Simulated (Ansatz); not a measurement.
# SiNH (quintet): the correlation ladder, cc-pVTZ

The task here is to estimate one member of a computed series from the others.

Computed with Ansatz 0.2.0, Gaussian basis. Level: cc-pVTZ, core rule «outside noble gas», up to 6 orbitals frozen.

The runs, in order: UHF; CCSD(T) on ROHF; CCSD(T) on UHF; BCCD(T) on ROHF; CCSDT(Q) on ROHF; CCSDT(Q) on UHF; CASSCF and MRCISD+Q, 10 electrons in 9 orbitals; CASSCF and NEVPT2, 10 electrons in 9 orbitals.

8 further runs of the same task are left out: 2 for a known fault of the program, 6 set aside as unsound or not needed.

### What is computed

The geometry is a PBE0/def2-TZVP stationary point (not a proven minimum) of the parent state, kept for this charge and spin.

3 atoms, charge 0, spin multiplicity 5.

Atoms are counted from 1 here; the program's logs count them from 0.

Bond lengths: Si1–N2 1.651 Å, Si1–H3 1.520 Å. Angles: N2–Si1–H3 110.7°.

The first run:

in.yaml

```yaml
crystal:
  periodic: [false, false, false]
  atoms:
    - {symbol: Si, position_ang: [0.000000, -0.096456, 0.516159]}
    - {symbol: N, position_ang: [0.000000, 0.103488, -1.122923]}
    - {symbol: H, position_ang: [0.000000, 1.249554, 1.222147]}
basis:
  gaussian: {orbitals: cc-pVTZ}
magnetization: {spin_polarized: true, initial_magnetization: 4}
hamiltonian: {xc: hf}
output: {orbitals: {seedname: orbitals}}
```

Run with:

```console
$ ansatz run in.yaml --threads 1 --pin off --events-out ev --progress --plain --max-ram 4096MiB --backend cpu
```

Among the steps run: UHF; CCSD(T) on ROHF; CCSD(T) on UHF; BCCD(T) on ROHF; CCSDT(Q) on ROHF; CCSDT(Q) on UHF; CASSCF and MRCISD+Q, 10 electrons in 9 orbitals; CASSCF and NEVPT2, 10 electrons in 9 orbitals.

One table of the session follows, with a row left open; its other results are not shown here.

It belongs to the step «Misses and costs». 

```
          method  from UCCSDT(Q) (kJ/mol)
            ROHF                   +644.7
             UHF                   +625.0
            RMP2                   +107.5
            UMP2                   +108.8
           RCCSD                    +25.2
           UCCSD                    +24.5
        RCCSD(T)                     +4.6
        UCCSD(T)                     +4.3
         BCCD(T)                        ?
          RCCSDT                     +1.2
          UCCSDT                     +0.8
       RCCSDT(Q)                     +0.4
       UCCSDT(Q)                        0
  CASSCF valence                   +550.1
  NEVPT2 valence                   +117.3
  MRCISD valence                    +46.1
MRCISD+Q valence                     +9.0
```

Q: Estimate the row for BCCD(T) from the others.

The run gave: from UCCSDT(Q) (kJ/mol): +4.5. In the column «from UCCSDT(Q) (kJ/mol)» it lies between UCCSD(T) (+4.3) and RCCSD(T) (+4.6).

Limits of these values: Restricted and unrestricted rows rest on different reference determinants; where their highest levels disagree by more than a few hundredths of an eV, they describe different states and don't form one ladder.
